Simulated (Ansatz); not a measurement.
Geometry optimisation, RKS r2SCAN-D4/def2-mTZVP (Ansatz).

The input (input.yaml):

```yaml
crystal:
  periodic: [false, false, false]
  atoms:
    - { symbol: B, position_ang: [0.264824, 0.0, 0.19872] }
    - { symbol: H, position_ang: [0.246903, 0.0, 1.380036] }
    - { symbol: F, position_ang: [1.440798, 0.0, -0.391117] }
    - { symbol: F, position_ang: [-0.828825, 0.0, -0.53884] }
basis:
  gaussian: { orbitals: def2-mTZVP }
hamiltonian:
  xc: r2scan
  dispersion: d4
relax:
  f_tol: 0.03
  max_steps: 50
```

Launched with:

```bash
$ ansatz run input.yaml --threads 1 --pin off --max-ram 2048MiB --backend cpu --events-out ev --progress --plain --runs-dir out
```

Question: Where does it end, and by what steps?

Answer: The forces met the threshold. After 3 steps the energy has fallen by 0.011 eV; H2 moved furthest, 0.03 Å.

| step | energy less start (eV) | largest force component (eV/Å) | accepted |
| --- | --- | --- | --- |
| 0 | 0.0000 | 0.332 | yes |
| 1 | -0.0084 | 0.136 | yes |
| 2 | -0.0102 | 0.189 | yes |
| 3 | -0.0108 | 0.007 | yes |

```xyz
4
Properties=species:S:1:pos:R:3
B 0.279 0.000 0.205
H 0.220 0.000 1.391
F 1.441 0.000 -0.417
F -0.817 0.000 -0.530
```

Time of the run: 7.3 s on 1 thread of Arm Neoverse V2 (shared host), peak memory 0.12 GiB.
